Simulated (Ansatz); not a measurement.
# Ge₃Pt₂: computed properties

Method: DFT r2SCAN, scalar-relativistic, plane waves, PAW (Ansatz 0.2.0).

Cutoff 500 eV; k points 4×10×6 on the computed 20-atom cell (Γ-centred); Gaussian smearing, width 0.10 eV; no spin polarisation.

The structure is relaxed at this level of theory with its symmetry kept. Whether it is the stable form of this composition wasn't checked.

It takes space group Pnma (No. 62, orthorhombic). The conventional cell has a = 16.390 Å, b = 3.457 Å, c = 6.212 Å, α = 90.00°, β = 90.00°, γ = 90.00°. Ge (site symmetry m) has 5 Pt at 2.50 to 2.62 Å as nearest neighbours. Ge (site symmetry m) has 3 Pt at 2.49 to 2.50 Å and 1 Ge at 2.51 Å as nearest neighbours. Ge (site symmetry m) has 1 Ge at 2.51 Å and 4 Pt at 2.53 to 2.63 Å as nearest neighbours. Pt (site symmetry m) has 6 Ge at 2.49 to 2.55 Å as nearest neighbours. Pt (site symmetry m) is surrounded by 6 Ge at 2.50 to 2.63 Å.

* Volume per atom: 17.60 Å³
* Formation energy from the elements' standard states (uncorrected): -0.406 eV/atom
* Generalised Kohn–Sham band gap: none (metal)
* Density of states at the Fermi level: 4.58 states/eV per cell
* Löwdin character within 0.5 eV of the Fermi level: Ge 4p 62 %, Pt 5d 23 %, Ge 4s 8 %

Spin-orbit coupling is left out, which matters for the bands of heavy elements.

Cost: 1 run of about 27 core-minutes, on Intel Xeon Platinum 8488C (Sapphire Rapids) (shared hosts).